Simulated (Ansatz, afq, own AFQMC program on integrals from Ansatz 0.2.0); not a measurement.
# Where AFQMC and coupled cluster stand for In, doublet

A free In atom.

Basis def2-SVP with its core potentials. Only valence electrons are correlated. Integrals, coupled cluster, full CI and functionals: Ansatz 0.2.0; the random walks run on the same integrals in our own AFQMC program. ph-AFQMC/CISD is guided by a CISD state made of CCSD amplitudes; releasing the constraint for a short imaginary time cuts its bias at the price of noise, slowly where states lie close. Free projection: walkers drawn from exp(T), propagated without any constraint. Its projection time is finite, and what remains of the start isn't in its error. Uncertainties: one standard error, sampling alone. No spin–orbit coupling.

Determinant: UHF, the one that the program's search chose, which needn't be the lowest solution.

Full CI on the same integrals is exact in this basis and with this determinant's frozen core.

Cautions: no spin-orbit coupling; inner d shell frozen.

* T1 diagnostic: 0.0096
* weight of the determinant in the CISD state: 0.949
* ⟨S²⟩ of the determinant: 0.759
* size of the correlated space: 3 electrons in 17 orbitals

(1) Estimate: order these by the size of their error in total energy against full CI, smallest first.
A. CCSD
B. MP2
C. CCSD(T)
D. free-projection AFQMC

(1) D (0.00 ± 0.004 mEh), C (0.19 mEh), A (0.59 mEh), B (13.04 mEh).

Reference: full CI, correlation energy -1.047 eV.

Free projections are given only where their last times agree within the noise and don't stop above the reference; a slow remainder of the start can still hide under it. A walk keeps the symmetry of its determinant, which the program's search chose and which needn't be the lowest solution, so a lower state of the same spin and another symmetry isn't excluded.
